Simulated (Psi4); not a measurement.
**C2H2F4 (norflurane): M06-L/cc-pVDZ**

Aim: the vertical ionisation energy of C2H2F4 (norflurane) at M06-L/cc-pVDZ, from 2 runs. The job is set up through a Python script.

The results are computed with Psi4 1.11.

1 further run of the same task is left out (set aside as unsound or not needed).

### Step 1. The structure to begin with

C2H2F4: 8 atoms, total charge 0, spin state singlet. SMILES: `FCC(F)(F)F`. The coordinates come from a PBE0-D4/def2-TZVP relaxation.

Bond lengths: F1–C2 1.364 Å, C2–C3 1.514 Å, C3–F4 1.332 Å, C3–F5 1.339 Å, C3–F6 1.332 Å, C2–H7 1.092 Å, C2–H8 1.092 Å. Some angles: F1–C2–C3 109.8°, C2–C3–F4 111.9°, C2–C3–F5 108.9°, C2–C3–F6 111.9°, F4–C3–F5 108.1°, F4–C3–F6 107.9°, F5–C3–F6 108.1°, F1–C2–H7 109.7°, F1–C2–H8 109.7°, C3–C2–H7 108.6°.

### Step 2. Energy and gradient at M06-L/cc-pVDZ

Input file job.py:

```python
import psi4

psi4.set_memory(1600000000)
psi4.set_num_threads(1)
psi4.set_output_file('run.log', False)

m = psi4.geometry("""
F     -0.224600    -1.506500     0.915200
C     -0.211200    -0.737800    -0.211700
C      0.211200     0.674300     0.135500
F      1.434400     0.711300     0.662400
F      0.217100     1.411800    -0.982100
F     -0.624600     1.243600     1.002900
H      0.502000    -1.148600    -0.930100
H     -1.212300    -0.705100    -0.647900
symmetry c1
""")

options = {'basis': 'cc-pVDZ', 'puream': True, 'e_convergence': 1e-09, 'd_convergence': 1e-08, 'scf_type': 'pk', 'dft_radial_points': 99, 'dft_spherical_points': 590}
psi4.set_options(options)

e_tot, wfn = psi4.gradient('M06-L', return_wfn=True)
psi4.oeprop(wfn, 'QUADRUPOLE', 'MULLIKEN_CHARGES', 'LOWDIN_CHARGES', title='M06-L')
print('gradient / Eh bohr^-1')
print(e_tot.np.round(6))
print(f'energy = {wfn.energy():.10f} Eh')
```

Command:

```console
$ python job.py
```

run.log:

```text
[...]
  Running in c1 symmetry.
[...]
  Nuclear repulsion =  273.039960987056929
[...]
  Multiplicity = 1
[...]
  Nalpha       = 25
  Nbeta        = 25
[...]
    Number of basis functions: 94
[...]
   @RKS iter   1:  -476.64405406843503   -2.04223e-01   5.68533e-03 ADIIS/DIIS
[...]
   @RKS iter  12:  -476.75280488287035   -7.38964e-13   1.51455e-09 DIIS
[...]
    Orbital Energies [Eh]
    ---------------------
    Doubly Occupied:
       1A    -24.551035     2A    -24.548326     3A    -24.548296
       4A    -24.520323     5A    -10.306076     6A    -10.163005
       7A     -1.304004     8A     -1.220817     9A     -1.218812
      10A     -1.204795    11A     -0.754047    12A     -0.641228
      13A     -0.563502    14A     -0.563260    15A     -0.537072
      16A     -0.478845    17A     -0.470699    18A     -0.426449
      19A     -0.426079    20A     -0.400421    21A     -0.387912
      22A     -0.386185    23A     -0.368415    24A     -0.327517
      25A     -0.320813
[...]
  @RKS Final Energy:  -476.75280488287035
   => Energetics <=
    Nuclear Repulsion Energy =            273.0399609870569293
    One-Electron Energy =               -1203.8166802103266946
    Two-Electron Energy =                 507.5463580383344038
    DFT Exchange-Correlation Energy =     -53.5224436979349889
    Empirical Dispersion Energy =           0.0000000000000000
    VV10 Nonlocal Energy =                  0.0000000000000000
    Total Energy =                       -476.7528048828703504
[...]
  -Total Gradient:
     Atom            X                  Y                   Z
    ------   -----------------  -----------------  -----------------
       1       -0.000203044259     0.002776054965    -0.005546521729
       2       -0.001879998528    -0.005836486855    -0.002431851475
       3        0.003088435184     0.010237550671     0.002929631500
       4       -0.007853277625     0.000087571822    -0.003711878638
       5       -0.000018065197    -0.004782264648     0.007357261726
       6        0.005442261253    -0.003349564426    -0.005908921429
       7       -0.002100174941     0.001205498686     0.004077045682
       8        0.003530453379    -0.000247140285     0.003147700988
[...]
 Multipole Moments:
 ------------------------------------------------------------------------------------
     Multipole            Electronic (a.u.)      Nuclear  (a.u.)        Total (a.u.)
 ------------------------------------------------------------------------------------
 L = 1.  Multiply by 2.5417464519 to convert [e a0] to [Debye]
 Dipole X            :          0.9706149           -1.1523862           -0.1817713
 Dipole Y            :          2.5759941           -2.8838426           -0.3078485
 Dipole Z            :          1.8488179           -2.4686435           -0.6198256
 Magnitude           :                                                    0.7155384
 L = 2.  Multiply by 1.3450342976 to convert [e a0^2] to [Debye ang]
 Quadrupole XX       :       -109.8744499           86.8608909          -23.0135591
 Quadrupole XY       :        -29.2667021           29.2572382           -0.0094639
[...]
  Mulliken Charges: (a.u.)
   Center  Symbol    Alpha    Beta     Spin     Total
       1     F     4.62678  4.62678  0.00000 -0.25355
       2     C     2.90086  2.90086  0.00000  0.19828
       3     C     2.73425  2.73425  0.00000  0.53149
       4     F     4.59766  4.59766  0.00000 -0.19531
       5     F     4.60362  4.60362  0.00000 -0.20725
       6     F     4.59762  4.59762  0.00000 -0.19523
       7     H     0.46960  0.46960  0.00000  0.06079
       8     H     0.46961  0.46961  0.00000  0.06078
   Total alpha = 25.00000, Total beta = 25.00000, Total charge =  0.00000
[...]
```

Standard output:

```text
gradient / Eh bohr^-1
[[-2.0300e-04  2.7760e-03 -5.5470e-03]
 [-1.8800e-03 -5.8360e-03 -2.4320e-03]
 [ 3.0880e-03  1.0238e-02  2.9300e-03]
 [-7.8530e-03  8.8000e-05 -3.7120e-03]
 [-1.8000e-05 -4.7820e-03  7.3570e-03]
 [ 5.4420e-03 -3.3500e-03 -5.9090e-03]
 [-2.1000e-03  1.2050e-03  4.0770e-03]
 [ 3.5300e-03 -2.4700e-04  3.1480e-03]]
energy = -476.7528048829 Eh
```

Run time: 47 s. Hardware: 1 thread of Intel Xeon Platinum 8488C (Sapphire Rapids), shared host; peak memory 0.89 GiB.

### Step 3. The doublet cation: the energy at UM06-L/cc-pVDZ

Input file c2h2f4.xyz:

```xyz
8
C2H2F4
F     -0.224600    -1.506500     0.915200
C     -0.211200    -0.737800    -0.211700
C      0.211200     0.674300     0.135500
F      1.434400     0.711300     0.662400
F      0.217100     1.411800    -0.982100
F     -0.624600     1.243600     1.002900
H      0.502000    -1.148600    -0.930100
H     -1.212300    -0.705100    -0.647900
```

Input file c2h2f4.py:

```python
import psi4

psi4.set_memory('1600 MB')
psi4.set_num_threads(1)
psi4.set_output_file('psi4.out', False)

with open('c2h2f4.xyz') as f:
    atoms = ''.join(f.readlines()[2:])
mol = psi4.geometry('1 2\n' + atoms + 'symmetry c1')

options = {'basis': 'cc-pVDZ', 'reference': 'uks', 'puream': True, 'e_convergence': 1e-09, 'd_convergence': 1e-08, 'scf_type': 'pk', 'dft_radial_points': 99, 'dft_spherical_points': 590, 'maxiter': 200}
psi4.set_options(options)

e = psi4.energy("m06-l")
print('E =', round(e, 9))
```

Command:

```console
$ python c2h2f4.py
```

psi4.out:

```text
[...]
  Running in c1 symmetry.
[...]
  Nuclear repulsion =  273.039960987056929
[...]
  Multiplicity = 2
[...]
  Nalpha       = 25
  Nbeta        = 24
[...]
    Number of basis functions: 94
[...]
   @UKS iter   1:  -476.22207810552368    2.17753e-01   4.57880e-03 ADIIS/DIIS
[...]
   @UKS iter  14:  -476.29399468786517   -2.01794e-11   8.84556e-09 DIIS
[...]
   @S^2 Observed:                7.521782211E-01
[...]
    Orbital Energies [Eh]
    ---------------------
    Alpha Occupied:
       1A    -24.872937     2A    -24.835452     3A    -24.834331
       4A    -24.834310     5A    -10.607921     6A    -10.471260
       7A     -1.582739     8A     -1.537462     9A     -1.496402
      10A     -1.496228    11A     -1.063872    12A     -0.917014
      13A     -0.840009    14A     -0.838373    15A     -0.835815
      16A     -0.782626    17A     -0.763603    18A     -0.714346
      19A     -0.697291    20A     -0.695901    21A     -0.661141
      22A     -0.659375    23A     -0.635163    24A     -0.634595
      25A     -0.627146
    Alpha Virtual:
[...]
  @UKS Final Energy:  -476.29399468786517
   => Energetics <=
    Nuclear Repulsion Energy =            273.0399609870569293
    One-Electron Energy =               -1189.5367129424680570
    Two-Electron Energy =                 493.2142923898686035
    DFT Exchange-Correlation Energy =     -53.0115351223226483
    Empirical Dispersion Energy =           0.0000000000000000
    VV10 Nonlocal Energy =                  0.0000000000000000
    Total Energy =                       -476.2939946878651654
[...]
 Multipole Moments:
 ------------------------------------------------------------------------------------
     Multipole            Electronic (a.u.)      Nuclear  (a.u.)        Total (a.u.)
 ------------------------------------------------------------------------------------
 L = 1.  Multiply by 2.5417464519 to convert [e a0] to [Debye]
 Dipole X            :          0.7199344           -1.1523862           -0.4324518
 Dipole Y            :          1.7760935           -2.8838426           -1.1077491
 Dipole Z            :          1.5828071           -2.4686435           -0.8858364
 Magnitude           :                                                    1.4828448
[...]
```

Standard output:

```text
E = -476.293994688
```

Run time: 59 s. Hardware: 1 thread of Intel Xeon Platinum 8488C (Sapphire Rapids), shared host; peak memory 0.89 GiB.

### Step 4. Summary of results

Level: M06-L/cc-pVDZ.

| quantity | value |
| --- | --- |
| singlet C2H2F4: total energy | -476.75280 Eh |
| singlet C2H2F4: dipole moment | 1.82 D |
| singlet C2H2F4: HOMO energy | -8.73 eV |
| singlet C2H2F4: LUMO energy | 1.39 eV |
| singlet C2H2F4: HOMO–LUMO gap | 10.12 eV |
| singlet C2H2F4: largest force on an atom | 0.570 eV/Å |
| doublet cation: total energy | -476.29399 Eh |
| doublet cation: HOMO energy (highest over α and β) | -16.72 eV |
| doublet cation: LUMO energy (lowest over α and β) | -16.17 eV |
| doublet cation: ⟨S²⟩ | 0.752 |
| vertical ionisation energy (to the doublet cation) | 12.485 eV |

**Reading.** The vertical ionisation energy comes to 12.48 eV (288 kcal/mol). The largest force (singlet C2H2F4) is 0.57 eV/Å: the shape isn't a stationary point for this species at this level. The negative HOMO energy of the first species, 8.73 eV, lies 3.76 eV below that difference.
